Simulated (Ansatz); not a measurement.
# C₃H₃NO: one species, many methods

The task here is to estimate one member of a computed series from the others.

Program: Ansatz 0.2.0, Gaussian basis. Level of theory: functionals in def2-TZVPP, the program's frozen cores in correlated methods. These are calculated values, not measurements.

The runs, in order: LDA (SPW92), PBE-D4, revPBE-D4, BLYP-D4, r2SCAN-D4, B97M-V, PBE0-D4, B3LYP-D4, r2SCANh-D4, r2SCAN0-D4, HSE06-D4, BHLYP-D4, CAM-B3LYP-D4, LC-ωPBE, ωB97X-V, ωB97M-V, B2PLYP, PBE-QIDH; CCSD(T)/def2-SVP; CCSD(T)/def2-TZVPP; MP2/def2-QZVPP; extrapolation to the limit; RPA on PBE.

## The geometry

The geometry comes from an earlier relaxation with PBE0-D4 in a triple-zeta def2 set; it is a stationary point, not always the lowest conformer.

SMILES `C=C1N=C1O`, 8 atoms, charge 0, spin multiplicity 1.

Atoms are counted from 1 here; the program's logs count them from 0.

Bond lengths: C1–C2 1.316 Å, C1–H6 1.082 Å, C1–H7 1.081 Å, C2–N3 1.458 Å, C2–C4 1.378 Å, N3–C4 1.274 Å, C4–O5 1.304 Å, O5–H8 0.969 Å. Angles: C2–C1–H6 120.7°, C2–C1–H7 120.2°, H6–C1–H7 119.2°, C1–C2–N3 145.1°, C1–C2–C4 161.6°, N3–C2–C4 53.3°, C2–N3–C4 60.1°, C2–C4–N3 66.6°, C2–C4–O5 152.4°, N3–C4–O5 141.1°, C4–O5–H8 108.9°.

The first run:

Input file in.yaml:

```yaml
crystal:
  periodic: [false, false, false]
  atoms:
    - {symbol: C, position_ang: [0.040072, 1.671160, 0.044300]}
    - {symbol: C, position_ang: [0.206568, 0.365362, 0.028048]}
    - {symbol: N, position_ang: [1.178438, -0.717622, 0.119343]}
    - {symbol: C, position_ang: [-0.056023, -0.985386, -0.043351]}
    - {symbol: O, position_ang: [-0.865087, -1.999310, -0.173731]}
    - {symbol: H, position_ang: [0.886100, 2.333595, 0.169542]}
    - {symbol: H, position_ang: [-0.948428, 2.094287, -0.067906]}
    - {symbol: H, position_ang: [-0.349437, -2.819183, -0.132144]}
basis:
  gaussian: {orbitals: def2-TZVPP}
hamiltonian: {xc: lda}
output: {orbitals: {seedname: orbitals}}
```

On the command line:

```console
ansatz run in.yaml --threads 2 --pin off --events-out ev --progress --plain --max-ram 4352MiB
```

Steps of the session up to this table: LDA; PBE-D4 (GGA); revPBE-D4 (GGA); BLYP-D4 (GGA); r2SCAN-D4 (meta-GGA); B97M-V (meta-GGA); PBE0-D4 (hybrid); B3LYP-D4 (hybrid); r2SCANh-D4 (hybrid); r2SCAN0-D4 (hybrid); HSE06-D4 (hybrid); BHLYP-D4 (hybrid); CAM-B3LYP-D4 (range-separated); LC-ωPBE (range-separated); ωB97X-V (range-separated); ωB97M-V (range-separated); B2PLYP (double hybrid); PBE-QIDH (double hybrid).

One table of the session follows, with a row left open; its other results are not shown here.

It belongs to the step «Orbital energies across the functionals». 

```
  functional  HOMO (eV)  gap (eV)
 LDA (SPW92)      -5.81      4.07
      PBE-D4      -5.60      4.13
   revPBE-D4      -5.52      4.15
     BLYP-D4      -5.45      4.09
   r2SCAN-D4      -5.77      4.50
      B97M-V      -5.73      4.63
     PBE0-D4      -6.69      6.32
    B3LYP-D4      -6.49      5.84
  r2SCANh-D4          ?         ?
  r2SCAN0-D4      -6.81      6.55
    HSE06-D4      -6.29      5.53
    BHLYP-D4      -7.64      8.46
CAM-B3LYP-D4      -8.02      8.83
     LC-ωPBE      -9.37     11.42
     ωB97X-V      -8.96     10.96
     ωB97M-V      -8.87     10.62
```

Estimate the missing values for r2SCANh-D4.

Worked estimate for «HOMO (eV)». Against the share of exact exchange, r2SCAN-D4 (0, -5.77), r2SCAN0-D4 (0.25, -6.81) give a slope of -4.16 per unit share; at 0.1 the line stands at -6.19.

The run gave: HOMO (eV): -6.18; gap (eV): 5.32. In «HOMO (eV)» the line misses by -0.01.
